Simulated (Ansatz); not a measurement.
## Gadolinium, hcp: convergence with cold smearing

Computed with Ansatz, LDA, scalar-relativistic PAW, on the relaxed cell (a = 3.484 Å, c = 5.587 Å (c/a = 1.603); ferromagnetic, net 7.42 μB per atom). Errors count from a run at 420 eV on a Γ-centred 14×14×8 mesh with Fermi-Dirac smearing of 0.05 eV, extrapolated to zero width. Fixed here: cutoff 420 eV, mesh 10×10×6.

```
width (eV)  E(σ→0) error (meV/atom)  F error (meV/atom)  P (GPa)  sphere moment (μB)  SCF iterations
      0.01                     -0.9                -0.9     0.06                7.26              18
      0.03                     -0.9                -0.9     0.04                7.26              17
       0.1                     -0.9                -1.1    -0.02                7.24              15
       0.2                     -0.6                -2.7    -0.01                7.22              19
       0.3                     -1.3                -7.5     0.02                7.20              19
       0.6                     -9.2               -38.9     0.39                7.11              22
       1.0                    -28.9              -124.5     1.52                7.04              17
```
